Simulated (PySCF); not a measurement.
## NaSi⁺ at revPBE

Level: revPBE. basis Na 3-21G, Si 3-21G; no relativity; PySCF 2.14.

* state: ³Π (triplet), unpaired electrons σ ↑, π ↑
* bond length: 328.0 pm
* harmonic wavenumber: 134 cm⁻¹
* force constant: 0.134 mdyn/Å
* rotational constant Be: 0.1241 cm⁻¹
* anharmonicity ωexe: 0.972 cm⁻¹
* vibration–rotation constant αe: 0.00136 cm⁻¹
* well depth De to Na⁺ + Si: 0.57 eV
* dissociation energy D0: 0.56 eV
* bond order (Mayer): 0.27
* dipole moment (positive dipole points towards Si; it is taken about the centre of mass and depends on that origin): -5.91 D

For an ion De counts to the pair picked by the measured ionisation energies or electron affinities, which need not be the lowest pair at this level. 3-21G is very small, so such numbers show the basis as much as the molecule. The state was picked by a PBE0 search and need not be the measured ground state.
